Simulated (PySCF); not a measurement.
Neon: a sound run and one with changed settings

Sound run: Ne [Ne], Ne⁺ [He] 2s2 2p5. All numbers are calculated (PySCF 2.14, the non-relativistic Hamiltonian (point nucleus), in cc-pVDZ (3s2p1d, 14 functions)). The sound run starts from symmetry-adapted Hartree-Fock orbitals and uses a fine grid where one is needed.

Changed run: radial step 1.2 in ln r (0.13 in the sound run). This setting is unsound on purpose.

| species | method | sound run (hartree) | changed run (hartree) | converged |
| --- | --- | --- | --- | --- |
| Ne | UHF | -128.48878 | -128.48878 | yes |
| Ne | BP86 | -128.90296 | -129.52921 | yes |
| Ne | PBE0 | -128.80510 | -129.25242 | yes |
| Ne⁺ | UHF | -127.76598 | -127.76598 | yes |
| Ne⁺ | BP86 | -128.11801 | -128.85768 | yes |
| Ne⁺ | PBE0 | -128.02752 | -128.56084 | yes |

Ionisation energy of Ne:

```csv
method,sound run (eV),changed run (eV)
UHF,19.668,19.668
BP86,21.360,18.273
PBE0,21.159,18.819
```

A coarse radial grid mis-integrates the density and the exchange-correlation energy, with errors of either sign; Hartree-Fock needs no grid.

For comparison, NIST gives 21.565 eV between the lowest levels.
